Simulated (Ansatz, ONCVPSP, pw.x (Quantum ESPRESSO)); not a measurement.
## What a changed setting does to a pw.x run (fcc O)

Potential: optimised norm-conserving Vanderbilt (ONCV), ONCVPSP 4.0.1.1 (patched build), LDA (Perdew-Wang 92); core [He], reference 2s1 2p5; waves: 2s: rc 0.65 bohr, ncon 3, nbas 7, qcut 13.2 1/bohr, 1 projector; 2p: rc 1.70 bohr, ncon 4, nbas 8, qcut 9.7 1/bohr, 2 projectors, debl 0.7 Ha; d scattering state at 0.27 Ha: rc 1.60 bohr, ncon 3, nbas 6, qcut 8.6 1/bohr, 1 projector; local part: polynomial inside 0.60 bohr (lpopt 4, dvloc0 0 Ha); core correction: Teter function, fcfact 4.25, rcfact 1.1.

The reference run (k-mesh 18³, cutoffs 125/500 Ry, Fermi–Dirac 0.01 Ry, mixing_beta 0.4, conv_thr 1e-9, no spin) gives 1.65 GPa at 7.213 Å³/atom, where all-electron LAPW gives 0.50 GPa. This run, with its own iteration cap, changes mixing_beta to 0.05.

```
&control
  calculation='scf', prefix='x', pseudo_dir='./', outdir='./tmp', tstress=.true., disk_io='none'
/
&system
  ibrav=0, nat=1, ntyp=1, ecutwfc=125, ecutrho=500, nbnd=10,
  occupations='smearing', smearing='fd', degauss=0.01
/
&electrons
  conv_thr=1e-09, mixing_beta=0.05, electron_maxstep=60
/
ATOMIC_SPECIES
O 1.0 O.UPF
CELL_PARAMETERS angstrom
  0.00000000 1.53354072 1.53354072
  1.53354072 0.00000000 1.53354072
  1.53354072 1.53354072 0.00000000
ATOMIC_POSITIONS crystal
O 0.0000 0.0000 0.0000
K_POINTS automatic
18 18 18 0 0 0
```

```bash
pw.x < O.scf.in > O.scf.out
```

**Question.** How does the run end?

**Answer.** It converges in 8 iterations; the free energy moves by +0.0 meV/atom and the pressure by -0.01 GPa. The result is that of the reference run.

```
Message from routine setup:
     using ibrav=0 with symmetry is DISCOURAGED, use correct ibrav instead
     lattice parameter (alat)  =       4.0984  a.u.
     unit-cell volume          =      48.6757 (a.u.)^3
     number of electrons       =         6.00
     number of Kohn-Sham states=           10
     kinetic-energy cutoff     =     125.0000  Ry
     charge density cutoff     =     500.0000  Ry
     scf convergence threshold =      1.0E-09
     Exchange-correlation= SLA  PW   NOGX NOGC
     number of k points=   195  Fermi-Dirac smearing, width (Ry)=  0.0100
     iteration #  1     ecut=   125.00 Ry     beta= 0.05
     total energy              =     -31.70972319 Ry
     estimated scf accuracy    <       0.00078957 Ry
     iteration #  2     ecut=   125.00 Ry     beta= 0.05
     total energy              =     -31.70962751 Ry
     estimated scf accuracy    <       0.00070812 Ry
     iteration #  3     ecut=   125.00 Ry     beta= 0.05
     total energy              =     -31.70964420 Ry
     estimated scf accuracy    <       0.00001549 Ry
     [... 2 iterations left out ...]
     iteration #  6     ecut=   125.00 Ry     beta= 0.05
     total energy              =     -31.70964290 Ry
     estimated scf accuracy    <       0.00000002 Ry
     iteration #  7     ecut=   125.00 Ry     beta= 0.05
     total energy              =     -31.70964290 Ry
     estimated scf accuracy    <          9.0E-09 Ry
     iteration #  8     ecut=   125.00 Ry     beta= 0.05
     the Fermi energy is     6.4521 ev
!    total energy              =     -31.70964290 Ry
     estimated scf accuracy    <          5.1E-10 Ry
     smearing contrib. (-TS)   =      -0.00465620 Ry
     The total energy is F=E-TS. E is the sum of the following terms:
     one-electron contribution =      -0.51552696 Ry
     hartree contribution      =       4.24313618 Ry
     xc contribution           =      -6.95491622 Ry
     ewald contribution        =     -28.47767971 Ry
     convergence has been achieved in   8 iterations
          total   stress  (Ry/bohr**3)                   (kbar)     P=       16.36
     Message from routine punch:
     Nothing written, as per user request (disk_io='none')
```

The run took about 48 s on one core of a shared host (Neoverse-N1, 64 threads, 124 GiB, load 56).
